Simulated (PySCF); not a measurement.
## Bonding in BClH3P

BClH3P.
Numbering: `[PH2:1][BH:2][Cl:3]` (hydrogens: H4, H5 on P1; H6 on B2)

Geometry (PBE0-D3(BJ)/def2-SVP, Å), atoms numbered from 1 in this order:
```xyz
6
BClH3P angstrom
P     -0.4849   -0.3279   -1.0320
B      1.2992    0.0820   -0.5638
Cl     2.4957   -1.1762   -0.3491
H     -0.7254   -1.4618   -0.2098
H     -1.1546    0.6533   -0.2510
H      1.6793    1.2255   -0.5393
```

Bond orders from the PBE0/pcSseg-1 density (PySCF). The structure is a single PBE0-D3(BJ)/def2-SVP conformer in the gas phase; no vibrational or solvent corrections.

How far do the computed orders between heavy atoms stray from the drawn ones?

The largest departure is 0.170, at P1–B2 (drawn single, 1.170) and B2–Cl3 (drawn single, 1.167). Drawn single, order above 1.12: P1–B2 (1.170) and B2–Cl3 (1.167).

Set the Mayer orders of the bonds beside their lengths.

| bond | drawn as | length (Å) | Mayer order |
| --- | --- | --- | --- |
| P1–B2 | single | 1.890 | 1.170 |
| B2–Cl3 | single | 1.749 | 1.167 |
| P1–H4 | single | 1.421 | 0.935 |
| P1–H5 | single | 1.422 | 0.929 |
| B2–H6 | single | 1.205 | 0.947 |

Sum the orders of all bonds at each heavy atom with more than one neighbour and set the sums beside the valence in the SMILES.

P1 3.034 (drawn 3), B2 3.284 (drawn 3). Orders between atoms that aren't bonded are not in these sums.

The Mayer order sums products of elements of PS (density times overlap matrix) between the two atoms' basis functions, so it depends on the basis set.
